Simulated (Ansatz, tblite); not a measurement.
# Si(PMe2)H3 (C2H9PSi): removing and adding an electron

Aim: the energy of removing and adding an electron for Si(PMe2)H3 (C2H9PSi), by energy differences, and how well orbital energies stand in for it.

Computed with Ansatz 0.2.0, Gaussian basis. Level: as each input shows.

The runs, in order: charge +1 doublet, at the geometry of the singlet (PBE0-D4/def2-TZVP, PBE-D4/def2-TZVP, r2SCAN-D4/def2-TZVP, CCSD(T)/def2-TZVP); charge -1 doublet, at the geometry of the singlet (PBE0-D4/def2-TZVPD, PBE-D4/def2-TZVPD, r2SCAN-D4/def2-TZVPD); the starting singlet's energies come from earlier runs.

### Step 1. The structure

The geometry is that of the singlet, from an earlier relaxation (PBE-D4/def2-SVP).

13 atoms, charge 0, spin multiplicity 1.

Atoms are counted from 1 here; the program's logs count them from 0.

Bond lengths: Si1–P2 2.274 Å, Si1–H11 1.506 Å, Si1–H12 1.507 Å, Si1–H13 1.512 Å, P2–C3 1.876 Å, P2–C4 1.876 Å, C3–H5 1.110 Å, C3–H6 1.109 Å, C3–H7 1.108 Å, C4–H8 1.110 Å, C4–H9 1.109 Å, C4–H10 1.108 Å. Angles: P2–Si1–H11 109.3°, P2–Si1–H12 109.2°, P2–Si1–H13 112.5°, H11–Si1–H12 108.6°, H11–Si1–H13 108.6°, H12–Si1–H13 108.6°, Si1–P2–C3 98.4°, Si1–P2–C4 98.3°, C3–P2–C4 99.8°, P2–C3–H5 113.8°, P2–C3–H6 108.5°, P2–C3–H7 109.3°, H5–C3–H6 108.6°, H5–C3–H7 108.9°, H6–C3–H7 107.6°, P2–C4–H8 113.8°, P2–C4–H9 108.5°, P2–C4–H10 109.3° and more.

As a file:

```tsv
atom	x (Å)	y (Å)	z (Å)
Si1	0.4376	0.6842	-1.6635
P2	0.4408	0.7044	0.6107
C3	1.0295	-1.0533	0.8992
C4	-1.4005	0.4743	0.8864
H5	0.4580	-1.8155	0.3301
H6	0.9422	-1.2814	1.9810
H7	2.1009	-1.1304	0.6268
H8	-1.8371	-0.3712	0.3156
H9	-1.5756	0.2981	1.9671
H10	-1.9311	1.4067	0.6094
H11	1.8583	0.6694	-2.1644
H12	-0.2380	1.9323	-2.1689
H13	-0.2850	-0.5175	-2.2295
```

### Step 2. Charge +1 doublet at the fixed geometry, first pass, PBE0-D4/def2-SVP

The input, in.yaml:

```yaml
crystal:
  periodic: [false, false, false]
  atoms:
    - {symbol: Si, position_ang: [0.437564, 0.684161, -1.663469]}
    - {symbol: P, position_ang: [0.440817, 0.704369, 0.610675]}
    - {symbol: C, position_ang: [1.029516, -1.053343, 0.899168]}
    - {symbol: C, position_ang: [-1.400490, 0.474323, 0.886377]}
    - {symbol: H, position_ang: [0.457980, -1.815526, 0.330081]}
    - {symbol: H, position_ang: [0.942203, -1.281416, 1.980986]}
    - {symbol: H, position_ang: [2.100874, -1.130421, 0.626825]}
    - {symbol: H, position_ang: [-1.837064, -0.371192, 0.315625]}
    - {symbol: H, position_ang: [-1.575565, 0.298125, 1.967092]}
    - {symbol: H, position_ang: [-1.931144, 1.406714, 0.609406]}
    - {symbol: H, position_ang: [1.858255, 0.669429, -2.164352]}
    - {symbol: H, position_ang: [-0.237953, 1.932317, -2.168914]}
    - {symbol: H, position_ang: [-0.284992, -0.517529, -2.229500]}
basis:
  gaussian: {orbitals: def2-SVP}
total_charge: 1
magnetization: {spin_polarized: true, initial_magnetization: 1}
hamiltonian: {xc: pbe0, dispersion: d4}
output: {orbitals: {seedname: orbitals}}
```

Run with:

```console
$ ansatz run in.yaml --threads 4 --pin off --events-out ev --progress --plain --max-ram 3916MiB
```

The program printed:

```text
Functional definition: PBE0
  name "PBE0"
  cite "Adamo & Barone, J. Chem. Phys. 110, 6158 (1999) doi:10.1063/1.478522"
  cite "Perdew, Burke & Ernzerhof, Phys. Rev. Lett. 77, 3865 (1996) doi:10.1103/PhysRevLett.77.3865"
  parent pbe
  parameter a = 0.25
  parameter kappa = 0.804
  parameter beta = 0.06672455060314922
  exchange = (1 - a)*pbe_x(kappa = kappa, mu = beta*pi^2/3) + a*exact_x
  correlation = pbe_c(beta = beta)
1089 factors; integrals over basis functions are off by at most 1.2e-3 eV
mean field evaluation 1: about -19351.4389 eV, gradient 4.6e1 eV
mean field evaluation 2: about -19343.8684 eV, gradient 5.6e1 eV
mean field evaluation 4: about -19361.9489 eV, gradient 1.9e0 eV
mean field evaluation 8: about -19362.1293 eV, gradient 1.1e-1 eV
mean field evaluation 16: about -19362.1296 eV, gradient 1.1e-3 eV
mean field -19362.12963355 eV, -711.5451399102 hartree, gradient 3.3e-5 eV, S^2 0.753636; 0 other end points of the search recorded, 0 dependent functions left out
reference -19362.12966203 eV, -711.5451409567 hartree; 25, 24 occupied and 84, 85 virtual orbitals, 1089 factors
Total energy: -19362.34750324 eV, -711.5531464735 hartree
```

It took 2.7 s on 4 threads of Intel Xeon at 2.70GHz, shared host.

Report: HOMO -14.00 eV, LUMO -10.48 eV (over both spins); ⟨S²⟩ 0.754 (pure: 0.75).

### Step 3. Charge +1 doublet at the fixed geometry, PBE0-D4/def2-TZVP

start.molden holds the orbitals of an earlier run on this state, given as this run's starting guess.

Edit in.yaml of step 2 so:

```diff
@@ -17,3 +17,3 @@
 basis:
-  gaussian: {orbitals: def2-SVP}
+  gaussian: {orbitals: def2-TZVP, initial_orbitals: start.molden}
 total_charge: 1
@@ -21,2 +21,3 @@
 hamiltonian: {xc: pbe0, dispersion: d4}
+scf: {omitted_lower_state_checks: [starts]}
 output: {orbitals: {seedname: orbitals}}
```

Same command.

The program printed:

```text
Functional definition: PBE0
  name "PBE0"
  cite "Adamo & Barone, J. Chem. Phys. 110, 6158 (1999) doi:10.1063/1.478522"
  cite "Perdew, Burke & Ernzerhof, Phys. Rev. Lett. 77, 3865 (1996) doi:10.1103/PhysRevLett.77.3865"
  parent pbe
  parameter a = 0.25
  parameter kappa = 0.804
  parameter beta = 0.06672455060314922
  exchange = (1 - a)*pbe_x(kappa = kappa, mu = beta*pi^2/3) + a*exact_x
  correlation = pbe_c(beta = beta)
these checks for a lower state are left out or cut short: starts
1306 factors; their error is unknown
mean field evaluation 1: about -19368.1992 eV, gradient 8.1e1 eV
mean field evaluation 2: about -19370.4544 eV, gradient 2.5e0 eV
mean field evaluation 4: about -19370.5214 eV, gradient 2.3e-1 eV
mean field evaluation 8: about -19370.5216 eV, gradient 8.6e-6 eV
mean field -19370.52158094 eV, -711.8535382885 hartree, gradient 8.6e-6 eV, S^2 0.754766; 0 other end points of the search recorded, 0 dependent functions left out
reference -19370.52161691 eV, -711.8535396103 hartree; 25, 24 occupied and 165, 166 virtual orbitals, 1306 factors
Total energy: -19370.73945812 eV, -711.8615451272 hartree
Checks for a lower state left out: starts
```

Run time: 5.5 s. Hardware: 4 threads of Intel Xeon at 2.70GHz, shared host.

HOMO -13.90 eV, LUMO -10.34 eV (over both spins); ⟨S²⟩ 0.755 (pure: 0.75).

### Step 4. Charge +1 doublet at the fixed geometry, PBE-D4/def2-TZVP

Edit in.yaml of step 3 so:

```diff
@@ -20,3 +20,3 @@
 magnetization: {spin_polarized: true, initial_magnetization: 1}
-hamiltonian: {xc: pbe0, dispersion: d4}
+hamiltonian: {xc: pbe, dispersion: d4}
 scf: {omitted_lower_state_checks: [starts]}
```

The command is unchanged.

The program printed:

```text
Functional definition: PBE
  name "PBE"
  cite "Perdew, Burke & Ernzerhof, Phys. Rev. Lett. 77, 3865 (1996) doi:10.1103/PhysRevLett.77.3865"
  parent pbe
  parameter kappa = 0.804
  parameter beta = 0.06672455060314922
  exchange = pbe_x(kappa = kappa, mu = beta*pi^2/3)
  correlation = pbe_c(beta = beta)
these checks for a lower state are left out or cut short: starts
1278 factors; their error is unknown
mean field evaluation 1: about -19368.3874 eV, gradient 7.6e0 eV
mean field evaluation 2: about -19368.4976 eV, gradient 1.7e-1 eV
mean field evaluation 4: about -19368.4697 eV, gradient 2.3e-3 eV
mean field -19368.46966704 eV, -711.7781318435 hartree, gradient 2.4e-5 eV, S^2 0.753332; 0 other end points of the search recorded, 0 dependent functions left out
reference -19368.46971478 eV, -711.7781335978 hartree; 25, 24 occupied and 165, 166 virtual orbitals, 1278 factors
Total energy: -19368.72660843 eV, -711.7875742652 hartree
Checks for a lower state left out: starts
```

It took 3.1 s on 4 threads of Intel Xeon at 2.70GHz, shared host.

From the report: HOMO -12.61 eV, LUMO -11.25 eV (over both spins); ⟨S²⟩ 0.753 (pure: 0.75).

### Step 5. Charge +1 doublet at the fixed geometry, r2SCAN-D4/def2-TZVP

Edit in.yaml of step 4 so:

```diff
@@ -20,3 +20,3 @@
 magnetization: {spin_polarized: true, initial_magnetization: 1}
-hamiltonian: {xc: pbe, dispersion: d4}
+hamiltonian: {xc: r2scan, dispersion: d4}
 scf: {omitted_lower_state_checks: [starts]}
```

Launched as before.

The program printed:

```text
Functional definition: r2SCAN
  name "r2SCAN"
  cite "Furness, Kaplan, Ning, Perdew & Sun, J. Phys. Chem. Lett. 11, 8208 (2020) doi:10.1021/acs.jpclett.0c02405"
  cite "Furness, Kaplan, Ning, Perdew & Sun, J. Phys. Chem. Lett. 11, 9248 (2020) doi:10.1021/acs.jpclett.0c03077"
  parent r2scan
  parameter k0 = 0.174
  parameter k1 = 0.065
  parameter a1 = 4.9479
  exchange = r2scan_x(k0 = k0, k1 = k1, a1 = a1)
  correlation = r2scan_c
these checks for a lower state are left out or cut short: starts
1278 factors; their error is unknown
mean field evaluation 1: about -19377.3205 eV, gradient 5.0e0 eV
mean field evaluation 2: about -19377.3608 eV, gradient 6.0e-2 eV
mean field evaluation 4: about -19377.3350 eV, gradient 3.3e-4 eV
mean field -19377.33496611 eV, -712.1039255751 hartree, gradient 1.9e-5 eV, S^2 0.756691; 0 other end points of the search recorded, 0 dependent functions left out
reference -19377.33498287 eV, -712.1039261909 hartree; 25, 24 occupied and 165, 166 virtual orbitals, 1278 factors
Total energy: -19377.39753739 eV, -712.1062250275 hartree
Checks for a lower state left out: starts
```

It took 5.5 s on 4 threads of Intel Xeon at 2.70GHz, shared host.

HOMO -13.03 eV, LUMO -10.93 eV (over both spins); ⟨S²⟩ 0.757 (pure: 0.75).

### Step 6. Charge +1 doublet at the fixed geometry, CCSD(T)/def2-TZVP

Edit in.yaml of step 5 so:

```diff
@@ -20,4 +20,4 @@
 magnetization: {spin_polarized: true, initial_magnetization: 1}
-hamiltonian: {xc: r2scan, dispersion: d4}
-scf: {omitted_lower_state_checks: [starts]}
+correlation: {method: ccsd_t}
+scf: {omitted_lower_state_checks: [starts, cluster_reference]}
 output: {orbitals: {seedname: orbitals}}
```

Same command.

The program printed:

```text
Functional definition: HF
  name "HF"
  cite "Fock, Z. Phys. 61, 126 (1930) doi:10.1007/BF01340294"
  parent pbe
  exchange = exact_x
  correlation = 0
these checks for a lower state are left out or cut short: starts, cluster_reference
1284 factors; integrals over basis functions are off by at most 1.3e-3 eV
mean field evaluation 1: about -19330.4907 eV, gradient 2.1e1 eV
mean field evaluation 2: about -19331.3348 eV, gradient 9.9e-1 eV
mean field evaluation 4: about -19331.3744 eV, gradient 2.2e-1 eV
mean field evaluation 8: about -19331.3746 eV, gradient 2.3e-5 eV
mean field -19331.37455461 eV, -710.4149116056 hartree, gradient 2.8e-6 eV, S^2 0.761111; 0 other end points of the search recorded, 0 dependent functions left out
12 core orbitals not correlated: weight in the atoms' cores, before any rotation towards them, 1.000 or more for the frozen orbitals, at most 0.000 for the correlated occupied ones
reference -19331.37455461 eV, -710.4149116056 hartree; 13, 12 occupied and 165, 166 virtual orbitals, 1284 factors
second order -15.79003239 eV of doubles, -0.00000000 eV of singles
cycle   1  -17.06544384 eV  change    -1.3e0 eV  update   9.9e-2
cycle   2  -17.62370551 eV  change   -5.6e-1 eV  update   3.2e-2
cycle   3  -17.70389970 eV  change   -8.0e-2 eV  update   1.4e-2
cycle   4  -17.70015444 eV  change    3.7e-3 eV  update   5.7e-3
cycle   5  -17.69940355 eV  change    7.5e-4 eV  update   3.1e-3
cycle   6  -17.69923729 eV  change    1.7e-4 eV  update   1.9e-3
cycle   7  -17.69994165 eV  change   -7.0e-4 eV  update   1.1e-3
cycle   8  -17.70034802 eV  change   -4.1e-4 eV  update   6.3e-4
cycle   9  -17.70023000 eV  change    1.2e-4 eV  update   3.4e-4
cycle  10  -17.70022888 eV  change    1.1e-6 eV  update   1.4e-4
cycle  11  -17.70026789 eV  change   -3.9e-5 eV  update   6.8e-5
cycle  12  -17.70025529 eV  change    1.3e-5 eV  update   3.7e-5
cycle  13  -17.70025941 eV  change   -4.1e-6 eV  update   1.8e-5
perturbative correction -0.69476068 eV, -0.0255319842 hartree
Total energy: -19349.76957471 eV, -711.0909161256 hartree
Checks for a lower state left out: starts, cluster_reference
```

It took 6.3 min on 4 threads of Intel Xeon at 2.70GHz, shared host; peak memory 2.6 GiB.

From the report: Hartree-Fock HOMO -16.89 eV, LUMO -6.26 eV (over both spins); ⟨S²⟩ 0.761 (pure: 0.75); T1 0.015.

### Step 7. Vertical ionisation energy

Charged state less starting state, singlet to doublet; the starting state's energies are those of its earlier runs.

```tsv
method	vertical ionisation energy (eV)	from CCSD(T)/def2-TZVP (eV)	time
HF/def2-TZVP	7.62	-1.01	
PBE-D4/def2-TZVP	8.49	-0.14	5.2 s
r2SCAN-D4/def2-TZVP	8.47	-0.16	8.9 s
PBE0-D4/def2-TZVP	8.56	-0.07	10 s
MP2/def2-TZVP	8.63	0.00	
CCSD/def2-TZVP	8.58	-0.05	
CCSD(T)/def2-TZVP	8.63	0	6.9 min
```

Times add the two runs; a level without a time comes out of a correlated run.

Beside −ε(HOMO) of the starting state:

```tsv
level	−ε(HOMO) (eV)	by difference (eV)	mismatch (eV)
PBE-D4/def2-TZVP	5.56	8.49	-2.93
r2SCAN-D4/def2-TZVP	5.75	8.47	-2.72
PBE0-D4/def2-TZVP	6.63	8.56	-1.93
```

### Step 8. Charge -1 doublet at the fixed geometry, first pass, PBE0-D4/def2-SVP

Edit in.yaml of step 6 so:

```diff
@@ -17,7 +17,6 @@
 basis:
-  gaussian: {orbitals: def2-TZVP, initial_orbitals: start.molden}
-total_charge: 1
+  gaussian: {orbitals: def2-SVP}
+total_charge: -1
 magnetization: {spin_polarized: true, initial_magnetization: 1}
-correlation: {method: ccsd_t}
-scf: {omitted_lower_state_checks: [starts, cluster_reference]}
+hamiltonian: {xc: pbe0, dispersion: d4}
 output: {orbitals: {seedname: orbitals}}
```

The command is unchanged.

The program printed:

```text
Functional definition: PBE0
  name "PBE0"
  cite "Adamo & Barone, J. Chem. Phys. 110, 6158 (1999) doi:10.1063/1.478522"
  cite "Perdew, Burke & Ernzerhof, Phys. Rev. Lett. 77, 3865 (1996) doi:10.1103/PhysRevLett.77.3865"
  parent pbe
  parameter a = 0.25
  parameter kappa = 0.804
  parameter beta = 0.06672455060314922
  exchange = (1 - a)*pbe_x(kappa = kappa, mu = beta*pi^2/3) + a*exact_x
  correlation = pbe_c(beta = beta)
1089 factors; integrals over basis functions are off by at most 1.2e-3 eV
mean field evaluation 1: about -19365.1991 eV, gradient 2.4e1 eV
mean field evaluation 2: about -19364.1314 eV, gradient 2.8e1 eV
mean field evaluation 4: about -19368.2839 eV, gradient 1.0e0 eV
mean field evaluation 8: about -19368.4559 eV, gradient 1.4e-1 eV
mean field evaluation 16: about -19368.4563 eV, gradient 6.0e-3 eV
mean field evaluation 32: about -19368.4563 eV, gradient 5.7e-5 eV
mean field evaluation 64: about -19368.3042 eV, gradient 8.6e-1 eV
mean field -19368.45630029 eV, -711.7776406246 hartree, gradient 8.4e-6 eV, S^2 0.753608; 7 other end points of the search recorded, 0 dependent functions left out
reference -19368.45633753 eV, -711.7776419929 hartree; 26, 25 occupied and 83, 84 virtual orbitals, 1089 factors
Total energy: -19368.75651554 eV, -711.7886733313 hartree
```

Run time: 12 s. Hardware: 4 threads of Intel Xeon at 2.70GHz, shared host.

HOMO 3.86 eV, LUMO 5.44 eV (over both spins); ⟨S²⟩ 0.754 (pure: 0.75). Doubts: highest occupied level lies above zero.

### Step 9. Charge -1 doublet at the fixed geometry, PBE0-D4/def2-TZVPD

Edit in.yaml of step 8 so:

```diff
@@ -17,3 +17,3 @@
 basis:
-  gaussian: {orbitals: def2-SVP}
+  gaussian: {orbitals: def2-TZVPD, initial_orbitals: start.molden}
 total_charge: -1
@@ -21,2 +21,3 @@
 hamiltonian: {xc: pbe0, dispersion: d4}
+scf: {omitted_lower_state_checks: [starts]}
 output: {orbitals: {seedname: orbitals}}
```

Same command.

The program printed:

```text
Functional definition: PBE0
  name "PBE0"
  cite "Adamo & Barone, J. Chem. Phys. 110, 6158 (1999) doi:10.1063/1.478522"
  cite "Perdew, Burke & Ernzerhof, Phys. Rev. Lett. 77, 3865 (1996) doi:10.1103/PhysRevLett.77.3865"
  parent pbe
  parameter a = 0.25
  parameter kappa = 0.804
  parameter beta = 0.06672455060314922
  exchange = (1 - a)*pbe_x(kappa = kappa, mu = beta*pi^2/3) + a*exact_x
  correlation = pbe_c(beta = beta)
these checks for a lower state are left out or cut short: starts
1395 factors; their error is unknown
mean field evaluation 1: about -19374.3416 eV, gradient 8.3e1 eV
mean field evaluation 2: about -19377.2476 eV, gradient 3.9e0 eV
mean field evaluation 4: about -19377.8979 eV, gradient 8.2e-2 eV
mean field evaluation 8: about -19377.9101 eV, gradient 5.8e-3 eV
mean field evaluation 16: about -19377.9101 eV, gradient 1.9e-5 eV
mean field -19377.91012681 eV, -712.1250623409 hartree, gradient 6.4e-6 eV, S^2 0.751399; 0 other end points of the search recorded, 0 dependent functions left out
reference -19377.91017258 eV, -712.1250640229 hartree; 26, 25 occupied and 215, 216 virtual orbitals, 1395 factors
Total energy: -19378.21035059 eV, -712.1360953613 hartree
Checks for a lower state left out: starts
```

It took 30 s on 4 threads of Intel Xeon at 2.70GHz, shared host; peak memory 1.2 GiB.

From the report: HOMO 2.24 eV, LUMO 3.12 eV (over both spins); ⟨S²⟩ 0.751 (pure: 0.75). Doubts: highest occupied level lies above zero.

### Step 10. Charge -1 doublet at the fixed geometry, PBE-D4/def2-TZVPD

Edit in.yaml of step 9 so:

```diff
@@ -20,3 +20,3 @@
 magnetization: {spin_polarized: true, initial_magnetization: 1}
-hamiltonian: {xc: pbe0, dispersion: d4}
+hamiltonian: {xc: pbe, dispersion: d4}
 scf: {omitted_lower_state_checks: [starts]}
```

Same command.

The program printed:

```text
Functional definition: PBE
  name "PBE"
  cite "Perdew, Burke & Ernzerhof, Phys. Rev. Lett. 77, 3865 (1996) doi:10.1103/PhysRevLett.77.3865"
  parent pbe
  parameter kappa = 0.804
  parameter beta = 0.06672455060314922
  exchange = pbe_x(kappa = kappa, mu = beta*pi^2/3)
  correlation = pbe_c(beta = beta)
these checks for a lower state are left out or cut short: starts
1357 factors; their error is unknown
mean field evaluation 1: about -19375.9186 eV, gradient 7.6e0 eV
mean field evaluation 2: about -19376.0209 eV, gradient 1.4e-1 eV
mean field evaluation 4: about -19375.9756 eV, gradient 3.3e-3 eV
mean field evaluation 8: about -19375.9756 eV, gradient 2.6e-5 eV
mean field -19375.97556297 eV, -712.0539684311 hartree, gradient 8.1e-6 eV, S^2 0.750735; 0 other end points of the search recorded, 0 dependent functions left out
reference -19375.97562394 eV, -712.0539706719 hartree; 26, 25 occupied and 215, 216 virtual orbitals, 1357 factors
Total energy: -19376.32886889 eV, -712.0669521843 hartree
Checks for a lower state left out: starts
```

Run time: 13 s. Hardware: 4 threads of Intel Xeon at 2.70GHz, shared host.

Report: HOMO 2.50 eV, LUMO 2.68 eV (over both spins); ⟨S²⟩ 0.751 (pure: 0.75). Doubts: highest occupied level lies above zero.

### Step 11. Charge -1 doublet at the fixed geometry, r2SCAN-D4/def2-TZVPD

Edit in.yaml of step 10 so:

```diff
@@ -20,3 +20,3 @@
 magnetization: {spin_polarized: true, initial_magnetization: 1}
-hamiltonian: {xc: pbe, dispersion: d4}
+hamiltonian: {xc: r2scan, dispersion: d4}
 scf: {omitted_lower_state_checks: [starts]}
```

Same command.

The program printed:

```text
Functional definition: r2SCAN
  name "r2SCAN"
  cite "Furness, Kaplan, Ning, Perdew & Sun, J. Phys. Chem. Lett. 11, 8208 (2020) doi:10.1021/acs.jpclett.0c02405"
  cite "Furness, Kaplan, Ning, Perdew & Sun, J. Phys. Chem. Lett. 11, 9248 (2020) doi:10.1021/acs.jpclett.0c03077"
  parent r2scan
  parameter k0 = 0.174
  parameter k1 = 0.065
  parameter a1 = 4.9479
  exchange = r2scan_x(k0 = k0, k1 = k1, a1 = a1)
  correlation = r2scan_c
these checks for a lower state are left out or cut short: starts
1357 factors; their error is unknown
mean field evaluation 1: about -19384.6837 eV, gradient 5.0e0 eV
mean field evaluation 2: about -19384.7269 eV, gradient 6.9e-2 eV
mean field evaluation 4: about -19384.6824 eV, gradient 3.4e-2 eV
mean field evaluation 8: about -19384.6825 eV, gradient 1.1e-5 eV
mean field -19384.68250700 eV, -712.3739427224 hartree, gradient 6.9e-6 eV, S^2 0.752626; 0 other end points of the search recorded, 0 dependent functions left out
reference -19384.68253533 eV, -712.3739437635 hartree; 26, 25 occupied and 215, 216 virtual orbitals, 1357 factors
Total energy: -19384.77198170 eV, -712.3772308571 hartree
Checks for a lower state left out: starts
```

Wall time 32 s (4 threads of Intel Xeon at 2.70GHz, shared host).

Report: HOMO 2.51 eV, LUMO 2.84 eV (over both spins); ⟨S²⟩ 0.753 (pure: 0.75). Doubts: highest occupied level lies above zero.

### Step 12. Vertical electron affinity

Starting state less charged state (positive: the electron is bound), singlet to doublet; the starting state's energies are those of its earlier runs.

```tsv
level	vertical electron affinity (eV)	time
PBE-D4/def2-TZVPD	-0.92	15 s
r2SCAN-D4/def2-TZVPD	-1.11	37 s
PBE0-D4/def2-TZVPD	-1.11	34 s
```

Times add the two runs; a level without a time comes out of a correlated run.

Beside −ε(LUMO) of the starting state:

```tsv
level	−ε(LUMO) (eV)	by difference (eV)	mismatch (eV)
PBE-D4/def2-TZVPD	0.75	-0.92	+1.66
r2SCAN-D4/def2-TZVPD	0.33	-1.11	+1.45
PBE0-D4/def2-TZVPD	0.00	-1.11	+1.11
```

### Step 13. Summary of results

| quantity | value |
| --- | --- |
| vertical ionisation energy, functionals in def2-TZVP | 8.47 (r2SCAN-D4) to 8.56 eV (PBE0-D4) |
| vertical ionisation energy, CCSD(T)/def2-TZVP | 8.63 eV |
| vertical electron affinity, functionals in def2-TZVPD | -1.11 (r2SCAN-D4) to -0.92 eV (PBE-D4) |

**Reading.** The vertical ionisation energy spans 8.47 to 8.56 eV over the functionals, beside 8.63 eV from CCSD(T)/def2-TZVP. −ε(HOMO) misses the level's own difference by -1.93 eV at best (PBE0-D4) and -2.93 eV at worst (PBE-D4). The reference is CCSD(T) in one finite basis, so it carries an error of its own, often a tenth of an eV or more, and near misses can't be ranked. The vertical electron affinity spans -1.11 to -0.92 eV over the functionals. A negative affinity means an unbound electron, held by the basis alone. −ε(LUMO) misses the level's own difference by +1.11 eV at best (PBE0-D4) and +1.66 eV at worst (PBE-D4).
